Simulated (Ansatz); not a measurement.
in.yaml

```yaml
crystal:
  periodic: [false, false, false]
  atoms:
    - {symbol: W, position_ang: [0.000000, 0.000000, 0.000000]}
    - {symbol: S, position_ang: [0.000000, 0.000000, 2.048814]}
basis:
  gaussian: {orbitals: def2-SVP}
magnetization: {spin_polarized: true, initial_magnetization: 2}
hamiltonian: {xc: hf}
output: {forces: true, orbitals: {seedname: orbitals}}
```

```sh
$ ansatz run in.yaml --threads 1 --pin off --events-out ev --progress --plain --max-ram 2393MiB
```

Log:

```
477 factors; integrals over basis functions are off by at most 1.1e-3 eV
mean field evaluation 1: about -12616.7217 eV, gradient 1.6e1 eV
mean field evaluation 2: about -12616.7319 eV, gradient 1.6e1 eV
mean field evaluation 4: about -12618.4036 eV, gradient 2.6e0 eV
mean field evaluation 8: about -12618.8019 eV, gradient 8.0e-1 eV
mean field evaluation 16: about -12618.9483 eV, gradient 9.4e-5 eV
mean field evaluation 32: about -12589.4070 eV, gradient 5.3e2 eV
mean field evaluation 64: about -12616.7532 eV, gradient 1.2e-4 eV
mean field evaluation 96: about -12616.7344 eV, gradient 1.8e-1 eV
mean field evaluation 128: about -12617.6760 eV, gradient 1.4e0 eV
mean field evaluation 160: about -12617.7919 eV, gradient 7.1e0 eV
mean field evaluation 192: about -12618.7149 eV, gradient 7.8e-1 eV
mean field evaluation 224: about -12617.9736 eV, gradient 5.3e0 eV
mean field evaluation 256: about -12617.1023 eV, gradient 5.5e0 eV
mean field evaluation 288: about -12615.4434 eV, gradient 1.4e1 eV
mean field evaluation 320: about -12617.9010 eV, gradient 8.8e-2 eV
mean field evaluation 352: about -12617.6477 eV, gradient 1.2e0 eV
mean field evaluation 384: about -12618.9478 eV, gradient 1.6e-1 eV
mean field -12618.94834579 eV, -463.7377982772 hartree, gradient 1.7e-5 eV, S^2 2.872645; 10 other end points of the search recorded, 0 dependent functions left out
the calculation of the forces begins
reference -12618.94834579 eV, -463.7377982772 hartree; 16, 14 occupied and 34, 36 virtual orbitals, 477 factors
Total energy: -12618.94834579 eV, -463.7377982772 hartree
Atom 0 at     0.000000     0.000000     0.000000 Å, force     0.000000    -0.000000    -2.491765 eV/Å
Atom 1 at     0.000000     0.000000     2.048814 Å, force    -0.000000     0.000000     2.491765 eV/Å
Dipole moment:     0.000000     0.000000    -0.172466 e Å
```

Forces (eV/Å):
```
W    0.000  0.000 -2.492
S    0.000  0.000  2.492
```

Ran on 1 thread of Arm Neoverse V1, shared host: 3.6 s wall, 0.18 GiB peak host memory.
